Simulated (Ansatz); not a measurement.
# HNP: the cost of one run

Program: Ansatz 0.2.0, Gaussian basis. Level of theory: def2-QZVPP, core rule «outside noble gas», up to 6 orbitals frozen. These are calculated values, not measurements.

Plan: UHF; ROHF; CCSD(T) on UHF.

8 further runs of the same task are left out: 2 that didn't finish, 6 set aside as unsound or not needed.

**1. The geometry**

The geometry is a PBE0/def2-TZVP stationary point (not a proven minimum).

3 atoms, charge 0, spin multiplicity 2.

Atoms are counted from 1 here; the program's logs count them from 0.

Bond lengths: N1–P2 1.554 Å, P2–H3 1.449 Å. Angles: N1–P2–H3 99.1°.

**2. UHF**

Contents of in.yaml:

```yaml
crystal:
  periodic: [false, false, false]
  atoms:
    - {symbol: N, position_ang: [0.000000, 0.074165, 1.083782]}
    - {symbol: P, position_ang: [0.000000, -0.076652, -0.463060]}
    - {symbol: H, position_ang: [0.000000, 1.324855, -0.830894]}
basis:
  gaussian: {orbitals: "def2-QZVPP.json"}
magnetization: {spin_polarized: true, initial_magnetization: 1}
hamiltonian: {xc: hf}
output: {orbitals: {seedname: orbitals}}
```

Started as:

```bash
ansatz run in.yaml --threads 1 --pin off --events-out ev --progress --plain --max-ram 2393MiB
```

**Question.** How long does this run take on 1 thread of Intel Xeon Platinum 8259CL at 2.50GHz, shared host, and how much memory does it need?

About 6.5 s, with a peak of 0.25 GiB.
